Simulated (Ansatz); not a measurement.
Saddle point of BNH$_{6}$O, closed shell (BH₃O ([BH2][OH]) + NH₃ → BNH₄ ([BH2][NH2]) + H₂O; bonds formed: O2–H5; dative contacts that become bonds: B1–N6; bonds broken: B1–O2, H5–N6), PBE0-D4/def2-TZVP structure:

B1  (-0.638, 0.153, -0.277)
O2  (0.731, 0.520, -1.058)
H3  (-1.162, -0.792, -0.815)
H4  (-1.294, 1.152, -0.160)
H5  (1.035, 0.108, -0.011)
N6  (0.178, -0.233, 0.997)
H7  (0.912, -0.098, -1.771)
H8  (0.134, -1.194, 1.302)
H9  (0.104, 0.382, 1.794)
(Å)

Energies are electronic, without zero-point energy. Barriers and step energies count from the start structure reached by relaxing down the imaginary mode; all methods use the PBE0-D4 structures, on which another method's saddle can fall below an end. Ansatz 0.2.0; basis: def2-TZVPP, with def2-QZVPP for the basis limit; cores frozen in the correlated methods. B3LYP uses VWN-RPA correlation. Extrapolation: Hartree–Fock as exp(−7.88 √X), correlation as X^−2.97.

```csv
method,barrier (eV),step energy (eV)
SPW92,0.707,0.580
PBE-D4,0.880,0.341
BLYP-D4,0.979,0.204
r2SCAN-D4,0.980,0.376
B97M-V,1.133,0.344
PBE0-D4,?,0.380
B3LYP-D4,1.057,0.249
r2SCAN0-D4,1.053,0.399
BHLYP-D4,1.198,0.288
CAM-B3LYP-D4,1.054,0.299
wB97X-V,?,0.345
wB97M-V,1.042,0.320
B2PLYP,1.071,0.266
PBE-QIDH,1.061,0.407
RPA on PBE,1.059,0.293
HF,1.487,0.142
MP2,?,0.352
CCSD,1.154,0.313
CCSD(T),1.086,0.329
```

Task: Fill in the withheld barriers. (An estimate is asked for; the value comes from the calculation.)

Result: The calculation gives: MP2 1.034; PBE0-D4 0.992; wB97X-V 1.059 eV. Each is the energy of the saddle less that of the start structure, by the same method.

For comparison, the barrier by CCSD(T) at an estimated basis limit (MP2 extrapolated from triple and quadruple zeta, plus CCSD(T) − MP2 in triple zeta) is 1.095 eV.

The T1 diagnostic stays at or below 0.012.

Labels in which every atom is bracketed show which atoms are joined, not bond orders.

For scale, one of the runs: CCSD(T)/def2-TZVPP, 177 basis functions (an equivalent command: `ansatz run in.yaml --threads 2`). Time: 13 s of wall clock on 2 CPU threads; the host was shared. Peak host memory: 1.7 GiB.
